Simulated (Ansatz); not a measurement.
Relaxation of C$_{2}$H$_{3}$Si (6 atoms, charge 0, multiplicity 2), to a largest force component of 0.02 eV/Å in at most 50 steps.

Level of theory: Ansatz 0.2.0, UKS PBE-D4/def2-SVP.

```xyz
6
Properties=species:S:1:pos:R:3
C -0.670 -1.610 -0.221
C -0.228 -0.493 -0.074
Si 0.276 1.240 0.113
H -1.019 -2.594 -0.343
H 1.117 1.770 -0.945
H 0.523 1.687 1.470
```

Where does it end, and by what steps?

The forces met the threshold. After 6 steps the energy has fallen by 0.136 eV; Si3 moved furthest, 0.14 Å.

```json
{"step": "0", "energy less start (eV)": "0.0000", "largest force component (eV/Å)": "2.420", "accepted": "yes"}
{"step": "1", "energy less start (eV)": "-0.1260", "largest force component (eV/Å)": "0.341", "accepted": "yes"}
{"step": "2", "energy less start (eV)": "-0.1304", "largest force component (eV/Å)": "0.263", "accepted": "yes"}
{"step": "3", "energy less start (eV)": "-0.1353", "largest force component (eV/Å)": "0.049", "accepted": "yes"}
{"step": "4", "energy less start (eV)": "-0.1356", "largest force component (eV/Å)": "0.028", "accepted": "yes"}
{"step": "5", "energy less start (eV)": "-0.1356", "largest force component (eV/Å)": "0.023", "accepted": "yes"}
{"step": "6", "energy less start (eV)": "-0.1357", "largest force component (eV/Å)": "0.007", "accepted": "yes"}
```

```xyz
6
Properties=species:S:1:pos:R:3
C -0.661 -1.609 -0.220
C -0.266 -0.449 -0.081
Si 0.161 1.307 0.086
H -0.990 -2.634 -0.337
H 1.176 1.736 -0.936
H 0.580 1.650 1.488
```

Whether the end is a true minimum wasn't checked by a vibrational analysis.

Run time: 15 s on 1 thread of Arm Neoverse V2, with other jobs on the host, peak memory 0.14 GiB.
